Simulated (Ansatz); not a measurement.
C3H8O2 can be A, `OCCCO`, or B, `CC(O)CO`.

Isolated molecules relaxed with PBE0-D4/def2-TZVP in Ansatz; ΔE leaves out vibrations. CBS: MP2 limit from def2 TZ/QZ plus the TZ coupled-cluster correction, frozen cores. Functionals use def2-TZVPP. B3LYP here is the variant with VWN-RPA as its local correlation; programs differ in this. One conformer a species, not always the lowest.

A:

```xyz
13

O     1.647    0.466   -1.159
C     0.427    1.078   -0.785
C    -0.246    0.400    0.394
C    -0.645   -1.035    0.106
O    -1.304   -1.650    1.195
H     2.274    0.581   -0.440
H     0.575    2.144   -0.569
H    -0.214    1.015   -1.668
H    -1.138    0.969    0.677
H     0.429    0.429    1.261
H     0.233   -1.613   -0.208
H    -1.358   -1.058   -0.723
H    -0.680   -1.728    1.920
```

B:

```xyz
13

C    -1.194   -1.089   -0.231
C     0.070   -0.458    0.299
O     1.172   -1.117   -0.287
C     0.135    1.023   -0.004
O     1.377    1.493    0.492
H    -1.201   -2.156   -0.007
H    -1.253   -0.969   -1.316
H    -2.078   -0.635    0.223
H     0.107   -0.575    1.394
H     1.948   -0.588   -0.070
H     0.066    1.167   -1.091
H    -0.705    1.542    0.475
H     1.556    2.360    0.123
```

(1) Which is lower in electronic energy at CCSD(T)/CBS, and by how much? (Best estimate.)

(2) Give E(B) − E(A) in kJ/mol with B3LYP-D4, r2SCAN-D4, HF/def2-TZVPP, B2PLYP, MP2/def2-TZVPP, PBE-D4, ωB97M-V. (Estimate.)

(3) Does the order hold for the free energy at 298.15 K (harmonic terms from PBE0-D4)? (An estimate is asked.)

Largest T1 diagnostic: 0.010.

## Answers

(1) Computed: B, by 26.2 kJ/mol.

(2) The calculation gave: B3LYP-D4 -24.2, r2SCAN-D4 -27.2, HF/def2-TZVPP -21.9, B2PLYP -24.6, MP2/def2-TZVPP -27.1, PBE-D4 -24.1, ωB97M-V -26.2. None reverses the order clearly.

(3) The calculation gave: Yes: G(B) − G(A) = -25.2 kJ/mol, for one conformer each.

Leaving LDA and LC-ωPBE aside and taking each functional with its dispersion term where it has one, the values, not all of them listed here, spread over 4.1 kJ/mol, from B97M-V to BLYP-D4. LDA lies −7.9 kJ/mol from PBE without D4. In def2-TZVPP, CCSD(T) changes the Hartree–Fock value by −3.8 kJ/mol (the triples alone add −0.7 kJ/mol) and MP2 by −5.2 kJ/mol.
